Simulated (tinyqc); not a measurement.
Inside a calculation. Method: LCCD on RHF in the sto-3g basis, frozen core, for H2O, spin multiplicity 1. One step of it, computed by the program tinyqc.

Problem. LCCD: starting amplitudes. t_ij^ab = <ij||ab> / (e_i + e_j - e_a - e_b), whose energy is MP2.

orbital energies (hartree): MO1 -20.245164, MO2 -1.281072, MO3 -0.618988, MO4 -0.464189, MO5 -0.395134, MO6 0.626966, MO7 0.749122

Two-electron integrals over orbitals (pq|rs), unique and non-zero (hartree); the lowest 1 orbital is frozen and left out:
```
(22|22) 0.731337    (32|32) 0.145305    (33|22) 0.650704    (33|33) 0.639066
(42|22) 0.007742    (42|33) 0.006901    (42|42) 0.122245    (43|32) 0.018021
(43|43) 0.047231    (44|22) 0.673762    (44|33) 0.602200    (44|42) -0.104301
(44|44) 0.785760    (52|52) 0.143600    (53|53) 0.029259    (54|52) -0.048208
(54|54) 0.057144    (55|22) 0.746855    (55|33) 0.633566    (55|42) -0.068863
(55|44) 0.729879    (55|55) 0.880159    (62|22) 0.144876    (62|33) 0.079056
(62|42) 0.019349    (62|44) 0.088138    (62|55) 0.159906    (62|62) 0.103349
(63|32) -0.037182   (63|43) -0.027073   (63|63) 0.067677    (64|22) 0.092413
(64|33) 0.043630    (64|42) -0.034096   (64|44) 0.122163    (64|55) 0.114995
(64|62) 0.059770    (64|64) 0.068626    (65|52) 0.059074    (65|54) -0.002409
(65|65) 0.038920    (66|22) 0.620937    (66|33) 0.575754    (66|42) 0.058398
(66|44) 0.552203    (66|55) 0.593608    (66|62) 0.099763    (66|64) 0.044111
(66|66) 0.602173    (72|32) 0.037795    (72|43) -0.035538   (72|63) 0.036068
(72|72) 0.060985    (73|22) 0.132987    (73|33) 0.090212    (73|42) -0.078281
(73|44) 0.158998    (73|55) 0.187476    (73|62) 0.076837    (73|64) 0.078492
(73|66) 0.037407    (73|73) 0.152996    (74|32) -0.078716   (74|43) 0.003470
(74|63) 0.042781    (74|72) -0.015972   (74|74) 0.070277    (75|53) 0.023565
(75|75) 0.023942    (76|32) 0.097949    (76|43) 0.046013    (76|63) -0.061160
(76|72) -0.011932   (76|74) -0.058089   (76|76) 0.113459    (77|22) 0.625265
(77|33) 0.614087    (77|42) -0.011569   (77|44) 0.608385    (77|55) 0.624125
(77|62) 0.069105    (77|64) 0.039804    (77|66) 0.569712    (77|73) 0.088898
(77|77) 0.620376
```

Give: Starting amplitudes; correlation energy.

Solution.

Starting amplitudes (spin orbitals 1a, 1b, ...; amplitudes related by a flip of all spins are not repeated):
```
from      to        t
3a 3b  7a 7b  -0.0559
3a 4b  6b 7a   0.0319
4a 4b  6a 6b  -0.0314
4a 4b  7a 7b  -0.0290
3a 3b  6a 6b  -0.0272
2a 2b  6a 6b  -0.0271
2a 3b  6a 7b  -0.0235
2a 4b  6a 6b  -0.0199
5a 5b  6a 6b  -0.0190
3a 4b  6a 7b  -0.0174
2a 2b  7a 7b  -0.0150
3a 4a  6a 7a   0.0145
2a 3a  6a 7a  -0.0124
2a 3b  6b 7a   0.0110
5a 5b  7a 7b  -0.0105
2a 4b  7a 7b   0.0049
```

correlation energy = -0.034781 hartree
